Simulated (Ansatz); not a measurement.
B$_{2}$H$_{5}$N, SMILES `BBN`, relaxed with RKS PBE0-D4/def2-TZVP in the Gaussian-basis code of Ansatz from a PBE-D4/def2-SVP geometry. The force threshold is 0.005 eV/Å; the program also tests the step.

Charge 0, multiplicity 1.

Start:

```xyz
8

B    -1.052    0.723    0.628
B     0.411    0.090    0.129
N     0.731   -0.884   -0.822
H    -1.519    1.745    0.147
H    -1.659    0.282    1.594
H     1.361    0.597    0.732
H     1.688   -1.175   -1.022
H     0.039   -1.377   -1.387
```

| step | energy (eV) | largest force (eV/Å) | largest move (Å) |
| --- | --- | --- | --- |
| 1 | -2921.1361 | 0.561 | 0.000 |
| 2 | -2921.1641 | 0.138 | 0.025 |
| 3 | -2921.1666 | 0.100 | 0.019 |
| 4 | -2921.1671 | 0.041 | 0.010 |
| 5 | -2921.1674 | 0.022 | 0.003 |
| 6 | -2921.1675 | 0.015 | 0.006 |
| 7 | -2921.1676 | 0.001 | 0.006 |

End:

```xyz
8

B    -1.040    0.715    0.622
B     0.434    0.107    0.150
N     0.716   -0.865   -0.805
H    -1.514    1.701    0.126
H    -1.651    0.263    1.552
H     1.389    0.583    0.722
H     1.652   -1.165   -1.018
H     0.016   -1.338   -1.350
```

It took 13 s on 2 threads of an Arm Neoverse V1 on a shared host, with 0.18 GiB of host memory at the peak.
